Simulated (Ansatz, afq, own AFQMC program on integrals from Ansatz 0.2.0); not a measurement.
## BGeH$_{6}$, doublet: AFQMC among the cluster methods

```xyz
8

Ge   -0.4472    0.0000    0.0000
H    -0.9587    1.4466    0.0000
H    -0.9587   -0.7233    1.2528
H    -0.9587   -0.7233   -1.2528
H     1.1808    0.0000    0.0000
B     2.5858    0.0000    0.0000
H     3.0949    0.0000    1.0770
H     3.0949    0.0000   -1.0770
```

Basis cc-pVDZ. Noble-gas cores (and the filled d shells of Ga–Kr and In–Xe) are frozen. Ansatz 0.2.0 and our own AFQMC program on the same integrals; the CISD trial comes from CCSD amplitudes, and released means the phaseless constraint is let go. Uncertainties: one standard error, sampling alone. No spin–orbit coupling.

Determinant: UHF, the one that the program's search chose, which needn't be the lowest solution. The geometry is a point of a scan.

No full CI on the walks' own integrals is used here; CCSDT(Q) serves as the reference and is uncertain by about the last step of the cluster series.

Cautions: no relativity below Rb; no spin-orbit coupling; inner d shell frozen.

The T1 diagnostic is 0.0118. The weight of the determinant in the CISD state is 0.872 and the ⟨S²⟩ of the determinant is 0.765. The size of the correlated space is 13 electrons in 56 orbitals.

```csv
level,correlation energy (eV)
MP2,-5.3633
CCSD,-6.6978
CCSD(T),-6.8419
```

Task: Estimate where phaseless AFQMC with a CISD trial lies against CCSD(T) on the same integrals.

Result: 2.3 ± 0.2 kJ/mol below CCSD(T).

Reference: CCSDT(Q), correlation energy -6.878 eV. The released energy is read at 2.40 1/Eh (meV from the phaseless value at times in 1/Eh: -6.3 ± 2.0 at 0.24, -8.8 ± 1.3 at 0.51, -12.0 ± 1.8 at 0.99, -15.1 ± 2.3 at 1.62, -12 ± 3 at 2.40).

```csv
level,E − E(reference) (kJ/mol),share of correlation (%)
CCSD(T),3.5,99.47
CCSDT,0.5,99.93
ph-AFQMC/CISD,1.2 ± 0.2,99.82
released AFQMC,0.0 ± 0.3,99.99
```

A walk keeps the symmetry of its determinant, which the program's search chose and which needn't be the lowest solution, so a lower state of the same spin and another symmetry isn't excluded. Released energies are given only where the last usable release times agree within the noise; a slower fall can still hide under it.
